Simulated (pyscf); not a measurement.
PySCF, gas phase, ωB97X-D3(BJ)/def2-SVP geometries.

SMILES: [NH2][Mo]([OH])([F])([F])([F])[F]
```xyz
10

N     -1.2239     1.0153     1.5904
Mo    -0.4942    -0.3665     0.4867
O      1.0362    -0.2659     1.5006
F      0.2816     0.8039    -0.7018
F     -0.1930    -1.6203    -0.8479
F     -0.8928    -1.8224     1.5713
F     -2.2470    -0.3354    -0.0957
H     -0.6825     1.5637     2.2559
H     -2.1788     1.3516     1.4807
H      1.1733    -0.7257     2.3416
```
Charge 0, spin multiplicity 1.

Task: How much does it cost (ΔH, 298 K, ωB97M-D3(BJ)/def2-TZVP) to split H₂N–Mo(OH)(F)(F)(F)–F (SMILES [NH2][Mo]([OH])([F])([F])([F])[F]) at its Mo–N bond into NH₂• + [HO–Mo(F)(F)(F)–F]•?

Result: Mo–N to NH₂• + [HO–Mo(F)(F)(F)–F]•: 41.3 kcal/mol. The 7 functionals that were run give +40.8 (M06-2X) to +56.5 kcal/mol (PBE). The radicals are drawn with the spin at the cut bond; how far it spreads was not checked. Other isomers of [HO–Mo(F)(F)(F)–F]• were not searched in full and may lie lower. Open-shell species with a d-block atom are single-reference here; other states, and whether the spin sits on metal or ligand, were not checked. Elements past Kr carry the def2 core potentials, without spin-orbit coupling.
